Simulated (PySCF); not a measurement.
# A diatomic session: Si₂−

One table from this session's results is given with a row withheld; the runs are named, their logs left out.

Program: PySCF 2.14.0. Level of theory: Si aug-cc-pVDZ-DK, spin-free X2C with a Gaussian nucleus. These are calculated values, not measurements.

1 further run of the same task is left out (set aside as unsound or not needed).

The first run:

Settings of the job:

| Property | Result |
| --- | --- |
| atoms | Si, Si |
| charge | -1 |
| basis | Si aug-cc-pVDZ-DK |
| Hamiltonian | spin-free X2C with a Gaussian nucleus |
| basis functions | 54 |
| electrons treated | 29 |
| masses in u | 27.9769, 27.9769 |
| levels | PBE0, PBE, r²SCAN, LDA, r²SCAN0, MN15, HSE06, HF, MP2, SCS-MP2, CCSD, CCSD(T) |
| grid | 80 radial by 434 angular points |
| occupations | held fixed by the projection of orbital angular momentum |
| dissociation limit | Si + Si−, each in its ground configuration |
| starting distance in angstrom | 2.330 |
| values of 2S to try | 1, 3, 5 |

Command:

```
> OMP_NUM_THREADS=1 python dia.py task.json out
```

Among the steps run: The job; First curve: PBE0; Excited determinants; PBE (GGA); r²SCAN (meta-GGA); LDA (local density); r²SCAN0; MN15; HSE06 (range-separated hybrid); UHF (mean field); MP2 and coupled cluster.

One of the session's tables, all rows but one given; the rest of the session is left out.

Differences from CCSD(T) in the same basis:

```
      level  Re (mÅ)  ωe (%)
        UHF      -65   +16.4
    UHF-MP2       -5    -0.1
UHF-SCS-MP2      -10    +1.2
   UHF-CCSD        ?       ?
        LDA      -29    +1.8
        PBE      -12    +0.2
     r²SCAN      -33    +5.5
       PBE0      -40    +7.1
    r²SCAN0      -50    +9.8
      HSE06      -37    +6.3
       MN15      -64    +9.9
```

**Question.** Estimate the row for UHF-CCSD.

As computed: Re (mÅ): -18; ωe (%): +4.6. In the column «Re (mÅ)» it lies between LDA (-29) and PBE (-12).
